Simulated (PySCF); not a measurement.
Molecule: `C=C(F)F`, C2H2F2.

Atom-mapped SMILES (the numbers label the heavy atoms): `[CH2:1]=[C:2]([F:3])[F:4]` (H(Xn): hydrogen on atom n).

Geometry PBE0-D3(BJ)/def2-SVP throughout; GIAO in PySCF 2.14.0 with density-fitted response routines, gas phase, one conformer, non-relativistic; equivalent atoms averaged; basis pcSseg-2.

(1) How do the absolute shieldings σ depend on the functional? (ppm; last column core-seconds on 1 thread of an Arm Neoverse V1, shared host; the GGAs took longer than the global hybrids here, which isn't the general rule, and the cause wasn't traced)

(2) Which nucleus moves most, in ppm?

## Answers

(1) 
```csv
functional,kind,C2,C1,F3/F4,H(C1),core-s
HF,Hartree–Fock,23.1,122.7,303.1,27.60,3.3
LDA,LDA,0.4,114.4,232.5,26.98,8.9
PBE,GGA,3.7,116.8,234.6,27.49,10
BLYP,GGA,-2.4,112.6,236.5,27.68,10
BP86,GGA,3.9,116.3,236.5,27.55,10
OPBE,GGA,15.9,123.4,239.4,27.54,10
KT2,GGA,13.6,125.2,240.0,27.61,10
KT3,GGA,14.6,124.3,242.9,27.77,11
B97-D,GGA,7.7,117.9,243.9,27.73,11
B3LYP,global hybrid,2.3,113.3,252.5,27.56,7
PBE0,global hybrid,9.2,117.7,254.4,27.39,7
mPW1PW91,global hybrid,8.4,116.5,255.1,27.44,7
WP04,global hybrid,-4.5,101.1,258.5,27.70,6.6
B97-2,global hybrid,11.3,118.5,256.3,27.55,6.5
BHandHLYP,global hybrid,9.4,115.5,273.8,27.46,6
CAM-B3LYP,range-separated hybrid,3.4,114.1,260.8,27.39,8.3
wB97X-D,range-separated hybrid,8.2,116.3,259.9,27.46,8.1
LC-wPBE,range-separated hybrid,7.7,116.3,265.1,27.30,12
```

(2) F3/F4 (vinylic fluorine): from 232.5 ppm with LDA to 303.1 ppm with HF. The smallest spread is 0.79 ppm, at H(C1). Proton shifts span only some 12 ppm, so a few tenths of a ppm matter as much there as several ppm in carbon.
